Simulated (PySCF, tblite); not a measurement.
# HCl: protonation, part 2 of 2

tblite 0.8.0 and PySCF 2.14.0. Atoms count from 0. Earlier steps stand in the parts before.

## 12. Protonation: PBE0-D3(BJ)/def2-TZVP

This step combines the energies above: geometries from PBE0-D3(BJ)/def2-SVP, zero-point and thermal terms from PBE0-D3(BJ)/def2-SVP.

Job settings and geometry (Å):

```
{"job": {"kind": "pa", "geom": {"xc": "PBE0", "basis": "def2-SVP", "d3": "d3bj", "grid": 1}, "hess": 1, "level": {"xc": "PBE0", "basis": "def2-TZVP", "d3": "d3bj"}}, "charge": 0, "multiplicity": 1}
Cl     0.645426    -0.005819    -0.005624
H     -0.639680     0.008375    -0.022660
```

Output (the driver's rows laid out field by field):

```text
protonation site by site, PBE0-D3(BJ)/def2-TZVP // PBE0-D3(BJ)/def2-SVP

row 1
  formula                 ClH2
  charge                  1
  multiplicity            1
  smiles                  [ClH2+]
  kept                    yes
  pieces                  1
  point_group             C2v
  atom                    0
  element                 Cl
  electronic              583.43
  enthalpy                566.32
  free_energy             539.67
  share_gas               1.0
```

Run time: 5 s. Hardware: 1 thread of Arm Neoverse V1, shared host.

Energy given off on adding a proton (kJ/mol, gas phase, 298 K for the thermal columns):

```csv
site,product,electronic,enthalpy,free energy
Cl0,[ClH2+],583.4,566.3,539.7
```

## 13. Single point (HCl): wavefunction

Geometry: PBE0-D3(BJ)/def2-SVP.

Job settings and geometry (Å):

```
{"job": {"kind": "sp", "xc": "CCSD(T)", "basis": "aug-cc-pVTZ", "grid": 2}, "charge": 0, "multiplicity": 1}
Cl     0.645426    -0.005819    -0.005624
H     -0.639680     0.008375    -0.022660
```

Method: wavefunction single point, frozen core, gas phase.

Output:

```text
final grid: 17120 points
cycle   1  E = -460.0905076721  dE = -9.702e-02  |g| = 2.117e-01  |ddm| = 1.856e+00
cycle   2  E = -460.1054933090  dE = -1.499e-02  |g| = 8.082e-02  |ddm| = 4.464e-01
cycle   3  E = -460.1072067487  dE = -1.713e-03  |g| = 1.676e-02  |ddm| = 9.340e-02
cycle   4  E = -460.1073942186  dE = -1.875e-04  |g| = 5.215e-03  |ddm| = 2.582e-02
cycle   5  E = -460.1074156080  dE = -2.139e-05  |g| = 9.841e-04  |ddm| = 9.467e-03
cycle   6  E = -460.1074163047  dE = -6.967e-07  |g| = 2.402e-04  |ddm| = 1.828e-03
cycle   7  E = -460.1074163447  dE = -4.000e-08  |g| = 3.083e-05  |ddm| = 6.658e-04
cycle   8  E = -460.1074163452  dE = -5.173e-10  |g| = 5.359e-06  |ddm| = 7.702e-05
converged SCF energy = -460.1074163452
E(HF, exact integrals) = -460.1074311650
E(MP2) = -460.3150630285
E(CCSD) = -460.3346805634
E(CCSD(T)) = -460.3432169814
T1 diagnostic = 0.0061
```

Run time: 2.6 s. Hardware: 1 thread of Arm Neoverse V1, shared host.

## 14. Single point (H₂Cl+): wavefunction

Geometry: PBE0-D3(BJ)/def2-SVP.

Job settings and geometry (Å):

```
{"job": {"kind": "sp", "xc": "CCSD(T)", "basis": "aug-cc-pVTZ", "grid": 2}, "charge": 1, "multiplicity": 1}
Cl     0.731783     0.067031     0.002199
H     -0.571803    -0.110192    -0.060747
H      1.027691    -1.205590    -0.163985
```

Method: wavefunction single point, frozen core, gas phase.

Output:

```text
final grid: 22496 points
cycle   1  E = -460.2820534542  dE =  3.940e-01  |g| = 3.323e-01  |ddm| = 2.550e+00
cycle   2  E = -460.3226287723  dE = -4.058e-02  |g| = 9.788e-02  |ddm| = 6.504e-01
cycle   3  E = -460.3250286655  dE = -2.400e-03  |g| = 2.284e-02  |ddm| = 1.326e-01
cycle   4  E = -460.3253609736  dE = -3.323e-04  |g| = 6.597e-03  |ddm| = 4.891e-02
cycle   5  E = -460.3253929350  dE = -3.196e-05  |g| = 9.662e-04  |ddm| = 1.350e-02
cycle   6  E = -460.3253935721  dE = -6.371e-07  |g| = 1.391e-04  |ddm| = 2.582e-03
cycle   7  E = -460.3253935823  dE = -1.020e-08  |g| = 3.324e-05  |ddm| = 3.719e-04
cycle   8  E = -460.3253935828  dE = -5.028e-10  |g| = 8.025e-06  |ddm| = 6.184e-05
converged SCF energy = -460.3253935828
E(HF, exact integrals) = -460.3254143699
E(MP2) = -460.5330932100
E(CCSD) = -460.5558091460
E(CCSD(T)) = -460.5639650855
T1 diagnostic = 0.0072
```

It took 8.3 s on 1 thread of Arm Neoverse V1, shared host; peak memory 0.62 GiB.

## 15. Protonation: CCSD(T)/aug-cc-pVTZ

This step combines the energies above: geometries from PBE0-D3(BJ)/def2-SVP, zero-point and thermal terms from PBE0-D3(BJ)/def2-SVP.

Job settings and geometry (Å):

```
{"job": {"kind": "pa", "geom": {"xc": "PBE0", "basis": "def2-SVP", "d3": "d3bj", "grid": 1}, "hess": 1, "level": {"xc": "CCSD(T)", "basis": "aug-cc-pVTZ"}}, "charge": 0, "multiplicity": 1}
Cl     0.645426    -0.005819    -0.005624
H     -0.639680     0.008375    -0.022660
```

Output (the driver's rows laid out field by field):

```text
protonation site by site, CCSD(T)/aug-cc-pVTZ // PBE0-D3(BJ)/def2-SVP

row 1
  formula                 ClH2
  charge                  1
  multiplicity            1
  smiles                  [ClH2+]
  kept                    yes
  pieces                  1
  point_group             C2v
  atom                    0
  element                 Cl
  electronic              579.57
  enthalpy                562.46
  free_energy             535.82
  share_gas               1.0
```

Wall time 11 s (1 thread of Arm Neoverse V1, shared host); peak memory 0.62 GiB.

Energy given off on adding a proton (kJ/mol, gas phase, 298 K for the thermal columns):

```
site  product  electronic  enthalpy  free energy
 Cl0  [ClH2+]       579.6     562.5        535.8
```

## 16. Single point (HCl): wavefunction

Geometry: PBE0-D3(BJ)/def2-SVP.

Job settings and geometry (Å):

```
{"job": {"kind": "sp", "xc": "MP2", "basis": "aug-cc-pVTZ", "grid": 2}, "charge": 0, "multiplicity": 1}
Cl     0.645426    -0.005819    -0.005624
H     -0.639680     0.008375    -0.022660
```

Level: wavefunction single point, frozen core, gas phase.

Output:

```text
final grid: 17120 points
cycle   1  E = -460.0905076721  dE = -9.702e-02  |g| = 2.117e-01  |ddm| = 1.856e+00
cycle   2  E = -460.1054933090  dE = -1.499e-02  |g| = 8.082e-02  |ddm| = 4.464e-01
cycle   3  E = -460.1072067487  dE = -1.713e-03  |g| = 1.676e-02  |ddm| = 9.340e-02
cycle   4  E = -460.1073942186  dE = -1.875e-04  |g| = 5.215e-03  |ddm| = 2.582e-02
cycle   5  E = -460.1074156080  dE = -2.139e-05  |g| = 9.841e-04  |ddm| = 9.467e-03
cycle   6  E = -460.1074163047  dE = -6.967e-07  |g| = 2.402e-04  |ddm| = 1.828e-03
cycle   7  E = -460.1074163447  dE = -4.000e-08  |g| = 3.083e-05  |ddm| = 6.658e-04
cycle   8  E = -460.1074163452  dE = -5.173e-10  |g| = 5.359e-06  |ddm| = 7.702e-05
converged SCF energy = -460.1074163452
E(HF, exact integrals) = -460.1074311650
E(MP2) = -460.3150630069
```

It took 0.45 s on 1 thread of Arm Neoverse V1, shared host.

## 17. Single point (H₂Cl+): wavefunction

Geometry: PBE0-D3(BJ)/def2-SVP.

Job settings and geometry (Å):

```
{"job": {"kind": "sp", "xc": "MP2", "basis": "aug-cc-pVTZ", "grid": 2}, "charge": 1, "multiplicity": 1}
Cl     0.731783     0.067031     0.002199
H     -0.571803    -0.110192    -0.060747
H      1.027691    -1.205590    -0.163985
```

Method: wavefunction single point, frozen core, gas phase.

Output:

```text
final grid: 22496 points
cycle   1  E = -460.2820534542  dE =  3.940e-01  |g| = 3.323e-01  |ddm| = 2.550e+00
cycle   2  E = -460.3226287723  dE = -4.058e-02  |g| = 9.788e-02  |ddm| = 6.504e-01
cycle   3  E = -460.3250286655  dE = -2.400e-03  |g| = 2.284e-02  |ddm| = 1.326e-01
cycle   4  E = -460.3253609736  dE = -3.323e-04  |g| = 6.597e-03  |ddm| = 4.891e-02
cycle   5  E = -460.3253929350  dE = -3.196e-05  |g| = 9.662e-04  |ddm| = 1.350e-02
cycle   6  E = -460.3253935721  dE = -6.371e-07  |g| = 1.391e-04  |ddm| = 2.582e-03
cycle   7  E = -460.3253935823  dE = -1.020e-08  |g| = 3.324e-05  |ddm| = 3.719e-04
cycle   8  E = -460.3253935828  dE = -5.028e-10  |g| = 8.025e-06  |ddm| = 6.184e-05
converged SCF energy = -460.3253935828
E(HF, exact integrals) = -460.3254143699
E(MP2) = -460.5330931693
```

It took 1 s on 1 thread of Arm Neoverse V1, shared host.

## 18. Protonation: MP2/aug-cc-pVTZ

This step combines the energies above: geometries from PBE0-D3(BJ)/def2-SVP, zero-point and thermal terms from PBE0-D3(BJ)/def2-SVP.

Job settings and geometry (Å):

```
{"job": {"kind": "pa", "geom": {"xc": "PBE0", "basis": "def2-SVP", "d3": "d3bj", "grid": 1}, "hess": 1, "level": {"xc": "MP2", "basis": "aug-cc-pVTZ"}}, "charge": 0, "multiplicity": 1}
Cl     0.645426    -0.005819    -0.005624
H     -0.639680     0.008375    -0.022660
```

Output (the driver's rows laid out field by field):

```text
protonation site by site, MP2/aug-cc-pVTZ // PBE0-D3(BJ)/def2-SVP

row 1
  formula                 ClH2
  charge                  1
  multiplicity            1
  smiles                  [ClH2+]
  kept                    yes
  pieces                  1
  point_group             C2v
  atom                    0
  element                 Cl
  electronic              572.44
  enthalpy                555.32
  free_energy             528.68
  share_gas               1.0
```

Run time: 1.5 s. Hardware: 1 thread of Arm Neoverse V1, shared host.

Energy given off on adding a proton (kJ/mol, gas phase, 298 K for the thermal columns):

```csv
site,product,electronic,enthalpy,free energy
Cl0,[ClH2+],572.4,555.3,528.7
```

## 19. Single point (HCl): HF/aug-cc-pVTZ

Geometry: PBE0-D3(BJ)/def2-SVP.

Job settings and geometry (Å):

```
{"job": {"kind": "sp", "xc": "HF", "basis": "aug-cc-pVTZ", "grid": 2}, "charge": 0, "multiplicity": 1}
Cl     0.645426    -0.005819    -0.005624
H     -0.639680     0.008375    -0.022660
```

Output:

```text
final grid: 17120 points
cycle   1  E = -460.0905076721  dE = -9.702e-02  |g| = 2.117e-01  |ddm| = 1.856e+00
cycle   2  E = -460.1054933090  dE = -1.499e-02  |g| = 8.082e-02  |ddm| = 4.464e-01
cycle   3  E = -460.1072067487  dE = -1.713e-03  |g| = 1.676e-02  |ddm| = 9.340e-02
cycle   4  E = -460.1073942186  dE = -1.875e-04  |g| = 5.215e-03  |ddm| = 2.582e-02
cycle   5  E = -460.1074156080  dE = -2.139e-05  |g| = 9.841e-04  |ddm| = 9.467e-03
cycle   6  E = -460.1074163047  dE = -6.967e-07  |g| = 2.402e-04  |ddm| = 1.828e-03
cycle   7  E = -460.1074163447  dE = -4.000e-08  |g| = 3.083e-05  |ddm| = 6.658e-04
cycle   8  E = -460.1074163452  dE = -5.173e-10  |g| = 5.359e-06  |ddm| = 7.702e-05
converged SCF energy = -460.1074163452
```

Wall time 0.12 s (1 thread of Arm Neoverse V1, shared host).

## 20. Single point (H₂Cl+): HF/aug-cc-pVTZ

Geometry: PBE0-D3(BJ)/def2-SVP.

Job settings and geometry (Å):

```
{"job": {"kind": "sp", "xc": "HF", "basis": "aug-cc-pVTZ", "grid": 2}, "charge": 1, "multiplicity": 1}
Cl     0.731783     0.067031     0.002199
H     -0.571803    -0.110192    -0.060747
H      1.027691    -1.205590    -0.163985
```

Output:

```text
final grid: 22496 points
cycle   1  E = -460.2820534542  dE =  3.940e-01  |g| = 3.323e-01  |ddm| = 2.550e+00
cycle   2  E = -460.3226287723  dE = -4.058e-02  |g| = 9.788e-02  |ddm| = 6.504e-01
cycle   3  E = -460.3250286655  dE = -2.400e-03  |g| = 2.284e-02  |ddm| = 1.326e-01
cycle   4  E = -460.3253609736  dE = -3.323e-04  |g| = 6.597e-03  |ddm| = 4.891e-02
cycle   5  E = -460.3253929350  dE = -3.196e-05  |g| = 9.662e-04  |ddm| = 1.350e-02
cycle   6  E = -460.3253935721  dE = -6.371e-07  |g| = 1.391e-04  |ddm| = 2.582e-03
cycle   7  E = -460.3253935823  dE = -1.020e-08  |g| = 3.324e-05  |ddm| = 3.719e-04
cycle   8  E = -460.3253935828  dE = -5.028e-10  |g| = 8.025e-06  |ddm| = 6.184e-05
converged SCF energy = -460.3253935828
```

Run time: 0.17 s. Hardware: 1 thread of Arm Neoverse V1, shared host.

## 21. Protonation: HF/aug-cc-pVTZ

This step combines the energies above: geometries from PBE0-D3(BJ)/def2-SVP, zero-point and thermal terms from PBE0-D3(BJ)/def2-SVP.

Job settings and geometry (Å):

```
{"job": {"kind": "pa", "geom": {"xc": "PBE0", "basis": "def2-SVP", "d3": "d3bj", "grid": 1}, "hess": 1, "level": {"xc": "HF", "basis": "aug-cc-pVTZ"}}, "charge": 0, "multiplicity": 1}
Cl     0.645426    -0.005819    -0.005624
H     -0.639680     0.008375    -0.022660
```

Output (the driver's rows laid out field by field):

```text
protonation site by site, HF/aug-cc-pVTZ // PBE0-D3(BJ)/def2-SVP

row 1
  formula                 ClH2
  charge                  1
  multiplicity            1
  smiles                  [ClH2+]
  kept                    yes
  pieces                  1
  point_group             C2v
  atom                    0
  element                 Cl
  electronic              572.3
  enthalpy                555.18
  free_energy             528.54
  share_gas               1.0
```

It took 0.37 s on 1 thread of Arm Neoverse V1, shared host.

Energy given off on adding a proton (kJ/mol, gas phase, 298 K for the thermal columns):

```csv
site,product,electronic,enthalpy,free energy
Cl0,[ClH2+],572.3,555.2,528.5
```

## 22. Outcome

This closing draws on all 2 parts.

```
                                          quantity                  value
         strongest single infrared mode (GFN2-xTB)  2510 cm⁻¹, 147 km/mol
                      zero-point energy (GFN2-xTB)           3.6 kcal/mol
                                       point group                  Cinfv
              rotational constants (main isotopes)     312.29, 312.29 GHz
             surface potential, 1st and 99th percentile     -0.50 V and 2.39 V
proton affinity (−ΔH), Cl0 (PBE0-D3(BJ)/def2-TZVP)           566.3 kJ/mol
  proton affinity (−ΔH), Cl0 (CCSD(T)/aug-cc-pVTZ)           562.5 kJ/mol
      proton affinity (−ΔH), Cl0 (MP2/aug-cc-pVTZ)           555.3 kJ/mol
       proton affinity (−ΔH), Cl0 (HF/aug-cc-pVTZ)           555.2 kJ/mol
```

In words: The one mode is real. Unscaled tight-binding wavenumbers are off by several per cent, some by more. Its intensities can rank the bands wrongly. With PBE0/def2-SVP, its start was all but relaxed already: 2 steps gained 1.0 meV. The proton affinity (−ΔH) at Cl0 is 566.3 kJ/mol at PBE0-D3(BJ)/def2-TZVP; zero-point and thermal terms move it by -17.1 kJ/mol from the electronic value.
